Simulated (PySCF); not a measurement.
Magnetisability: `Cl[SH](=O)=O`, ClHO2S

Cartesian coordinates in Å; atom numbers follow the order of the lines, from 1:
```xyz
5

O    -0.570    1.265   -0.602
S    -0.169    0.007   -0.079
O    -0.644   -1.206   -0.643
Cl    1.868   -0.057    0.022
H    -0.477   -0.006    1.285
```

Computed with GIAO KT3/aug-pcSseg-1 magnetisability, rotational g tensor and spin-rotation constants, non-relativistic, gas phase (PySCF). Geometry: GFN2-xTB.

(1) What are the magnetisability and the molar susceptibility?

(2) Split it along the inertial axes a, b, c into diamagnetic and paramagnetic parts about the centre of mass, with the quadrupole moment.

(3) And the rotational g tensor?

Results:

(1) Isotropic -653 × 10⁻³⁰ J/T², or -39.3 × 10⁻⁶ cm³/mol; principal values -761, -614, -583 × 10⁻³⁰ J/T², anisotropy 165 × 10⁻³⁰ J/T² (root of half the summed squared differences of the principal values). The susceptibility is in cgs units.

(2) 
```tsv
axis	χ (10⁻⁶ cm³/mol)	diamagnetic (10⁻⁶ cm³/mol)	paramagnetic (10⁻⁶ cm³/mol)	summed x² of all electrons (Å²)	quadrupole Θ (D Å)
a	-45.5	-187.3	141.7	68.3	+0.31
b	-37.0	-337.7	300.7	32.9	-5.47
c	-35.4	-429.3	393.9	11.3	+5.17
```
Anisotropies 2χaa − χbb − χcc = -18.6 and 2χbb − χaa − χcc = +6.9 × 10⁻⁶ cm³/mol. Θ is traceless in Buckingham's convention.

(3) 
```tsv
axis	rotational constant (GHz)	g	nuclear part	electronic part
a	9.1992	-0.0848	0.5279	-0.6126
b	3.9105	-0.0454	0.5069	-0.5524
c	2.9363	-0.0449	0.4985	-0.5434
```
Asymmetric top; isotopes 35Cl, 1H, 16O, 32S; no vibrational averaging.
